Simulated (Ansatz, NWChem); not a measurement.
## Heat of formation of C2H2O2 (glyoxal) from total energies

The species is C2H2O2 (6 atoms), meant as a singlet with charge 0. As SMILES, `O=CC=O`. The coordinates come from a PBE0-D4/def2-TZVP relaxation. This is one conformer, not always the lowest.

Total energies at HF/3-21G (NWChem 7.3.0); the atoms run unrestricted:

| species | state | energy (Eh) |
| --- | --- | --- |
| C2H2O2 | singlet | -225.305713 |
| O | triplet | -74.393657 |
| C | triplet | -37.481070 |
| H | doublet | -0.496199 |

Harmonic wavenumbers at PBE0-D4/def2-TZVP, in cm⁻¹: 127, 334, 561, 814, 1084, 1085, 1334, 1380, 1837, 1840, 2956, 2959.

Measured heats of formation of the gaseous atoms at 298.15 K, in kJ/mol: O 249.2, C 716.9, H 218.0. Spin-orbit lowering of the atoms at 298 K (mean of the ground term's levels less their thermal mean, from spectra), in kJ/mol: O 0.40, C 0.02. Take 1 Eh = 2625.50 kJ/mol, 1 cm⁻¹ = 0.0119627 kJ/mol, RT = 2.479 kJ/mol.

Task: Work out the heat of formation of the gas at 298 K.

Result: 
1. Electronic atomisation energy: 2 × (-74.393657) + 2 × (-37.481070) + 2 × (-0.496199) − (-225.305713) = 0.563861 Eh = 1480.4 kJ/mol.
2. Zero-point energy: half the sum of the wavenumbers, 8155.5 cm⁻¹ = 97.6 kJ/mol.
3. Thermal vibrational enthalpy, Σ hcν̃/(exp(hcν̃/kT) − 1): 3.7 kJ/mol. Translation, rotation and pV of a non-linear molecule: 4 RT = 9.9 kJ/mol.
4. The 6 free atoms carry 5/2 RT each: 37.2 kJ/mol.
5. Spin-orbit coupling lowers the free atoms by 2 × 0.40 + 2 × 0.02 = 0.8 kJ/mol.
6. Atomisation enthalpy at 298 K: 1480.4 − 0.8 − 97.6 − 3.7 − 9.9 + 37.2 = 1405.6 kJ/mol.
7. Sum of the atoms' heats of formation: 2368.2 kJ/mol. Heat of formation: 2368.2 − 1405.6 = +962.6 kJ/mol.

The tabulated value is -212.4 kJ/mol (Active Thermochemical Tables), so this level is off by +1175.0 kJ/mol, or 45.5 % of the atomisation enthalpy that the table implies (2580.6 kJ/mol). Hartree–Fock leaves out correlation, which is larger in the molecule than in the atoms, so it underbinds and puts the heat of formation too high. A basis without polarisation functions underbinds badly. Anharmonicity and any spin-orbit splitting of the molecule are left out.
